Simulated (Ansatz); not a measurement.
Consider a ladder of basis sets of AlBH₄, SMILES [BH2][AlH2] (Ansatz's Python interface).

Script `basis_albh4.py`:
```python
"""Basis-set convergence for AlBH4."""

import ansatz

METHOD = "mp2"


def main() -> None:
    geometry = (
        ansatz.Crystal.molecule()
        .atom("B", [0.0062, -1.1516, 0.0457])
        .atom("Al", [0.0189, 0.9532, -0.037])
        .atom("H", [-0.9144, -1.6482, 0.649])
        .atom("H", [0.834, -1.7321, -0.5585])
        .atom("H", [1.1597, 1.6829, -0.9043])
        .atom("H", [-1.0624, 1.8317, 0.7589])
    )

    job = geometry.calculation().correlation(METHOD)

    energies = {}
    for basis in ["cc-pVDZ", "cc-pVTZ"]:
        r = job.basis(gaussian=basis).run().report
        size = r["n_frozen"] + r["n_occupied"][0] + r["n_virtual"][0]
        energies[basis] = (r["reference_energy_ev"] / 27.211386246, r["free_energy_ev"] / 27.211386246)
        print(f"{basis:14s} {size:4d} orbitals  reference {energies[basis][0]:14.6f} Ha  total {energies[basis][1]:14.6f} Ha")

    # correlation energy at the basis limit from E(X) = E + A / X^3
    small, large = (energies[b][1] - energies[b][0] for b in ("cc-pVDZ", "cc-pVTZ"))
    limit = (3 ** 3 * large - 2 ** 3 * small) / (3 ** 3 - 2 ** 3)
    print(f"correlation energy: {small:.6f} and {large:.6f} Ha, extrapolated {limit:.6f} Ha")
    print(f"share caught by the larger set: {100 * large / limit:.1f} %")


if __name__ == "__main__":
    main()
```

How far does the total energy move along this ladder of basis sets?

Against cc-pVDZ: cc-pVTZ -52.7 mHa. The last step alone is -52.68 mHa.

What the script printed:

```console
$ python basis_albh4.py
cc-pVDZ          52 orbitals  reference    -268.858360 Ha  total    -269.007410 Ha
cc-pVTZ         120 orbitals  reference    -268.876829 Ha  total    -269.060095 Ha
correlation energy: -0.149050 and -0.183266 Ha, extrapolated -0.197673 Ha
share caught by the larger set: 92.7 %
```

Reading the output:
- The drop along the ladder measures the basis error, and is no property of the molecule.
- The geometry is a force-field or estimated start, not a minimum of this method, and the last set is no limit. Much of the fall in a total is atomic energy, which cancels in bond and reaction energies.
- Inner cores stay frozen, so this is valence correlation.
- For Al to Cl the sets with a tight d function, cc-pV(X+d)Z, are usual.
- An extrapolation from small basis sets is rough.
- Finished in 1.7 s on 1 thread of Arm Neoverse V1, on a shared host, peak memory 0.2 GiB.
